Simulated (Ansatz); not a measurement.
bcc Fe, treated with LDA in Ansatz (plane waves, PAW).

Settings: plane-wave cutoff 520 eV, 32×32×32 k mesh, Fermi–Dirac smearing 0.045 eV (set by the program), spin-polarised with parallel moments, scalar-relativistic PAW data made under PBE.

Computed at the level's own relaxed cell.

Hill averages of the elastic tensor: K = 252.5 GPa, G = 120.9 GPa. Volume 10.402 Å³/atom, mean atomic mass 55.845 u.

Task: Work out the density, the sound velocities of a polycrystal and the elastic Debye temperature, and Pugh's ratio at this level.

Result: ρ = 1.66054 × 55.845/10.402 = 8.915 g/cm³. v_l = √[(K + 4G/3)/ρ] = 6.812 km/s and v_t = √(G/ρ) = 3.683 km/s. The mean follows from 3/v_m³ = 1/v_l³ + 2/v_t³: v_m = 4.110 km/s. Θ_D = (ħ/k_B) v_m (6π²/V)^(1/3) = 76.38 K Å s/km × 4.110 × 1.7856 Å⁻¹ = 561 K, counting all atoms of the cell. K/G = 2.09, to be set beside Pugh's rough bound of 1.75 between brittle and ductile metals.

Ansatz is an electronic-structure program.
